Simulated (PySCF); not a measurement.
**Electric field gradients and quadrupole coupling constants**

Species: C₅H₆O.
Cartesian coordinates in Å at the PBE0-D3(BJ)/def2-SVP level; atoms count from 1:
```
atom  x, y, z in Å
C1     1.7516   -0.2515   -0.9078
C2     0.8213   -0.6735   -0.0406
C3    -0.4468   -0.0213    0.2932
C4    -1.2990   -0.5445    1.1943
C5    -0.8436    1.2608   -0.3648
O6    -1.8597    1.8579   -0.1157
H7     1.6603    0.6702   -1.4868
H8     2.6609   -0.8350   -1.0680
H9     1.0042   -1.6119    0.4958
H10   -2.2349   -0.0264    1.4185
H11   -1.0793   -1.4811    1.7129
H12   -0.1350    1.6562   -1.1310
```

Field gradients from the PBE0/pcSseg-1 density (PySCF, non-relativistic), principal values in atomic units, ordered |Vxx| ≤ |Vyy| ≤ |Vzz|:

| atom | Vxx | Vyy | Vzz |
| --- | --- | --- | --- |
| O6 | 0.4729 | 1.5546 | -2.0275 |

Task: Find the asymmetry η = (Vxx − Vyy)/Vzz and the couplings χ = eQV/h (234.96 MHz × Q in barn × V in au), with Q(17O) = −0.0256 b.

Result: 
```
atom      environment  nucleus     η  χzz (MHz)  χxx (MHz)  χyy (MHz)
  O6  aldehyde oxygen      17O  0.53      12.20      -2.84      -9.35
```

The tensor is traceless: Vxx + Vyy + Vzz = 0.

Task: What is Vzz at O6 in SI units (1 au = 9.71736 × 10²¹ V/m²)?

Result: -2.0275 au = -19.702 × 10²¹ V/m².

Task: What couplings would deuterons (Q(2H) = 0.00286 b) have in place of the hydrogens, at this geometry?

Result: 
```json
{"atom": "H7", "bonded to": "C1", "bond length (Å)": "1.092", "Vzz (au)": "0.3073", "η": "0.07", "χzz (kHz)": "207"}
{"atom": "H8", "bonded to": "C1", "bond length (Å)": "1.092", "Vzz (au)": "0.3072", "η": "0.06", "χzz (kHz)": "206"}
{"atom": "H9", "bonded to": "C2", "bond length (Å)": "1.096", "Vzz (au)": "0.2954", "η": "0.08", "χzz (kHz)": "198"}
{"atom": "H10", "bonded to": "C4", "bond length (Å)": "1.093", "Vzz (au)": "0.2980", "η": "0.02", "χzz (kHz)": "200"}
{"atom": "H11", "bonded to": "C4", "bond length (Å)": "1.093", "Vzz (au)": "0.3038", "η": "0.03", "χzz (kHz)": "204"}
{"atom": "H12", "bonded to": "C5", "bond length (Å)": "1.116", "Vzz (au)": "0.2560", "η": "0.03", "χzz (kHz)": "172"}
```

The structure is a single PBE0-D3(BJ)/def2-SVP conformer in the gas phase; no vibrational or solvent corrections. These gradients aren't converged with respect to the basis.

The run behind these numbers computed NMR shieldings as well. The run took 10 s on one thread, Arm Neoverse V1 (shared host).
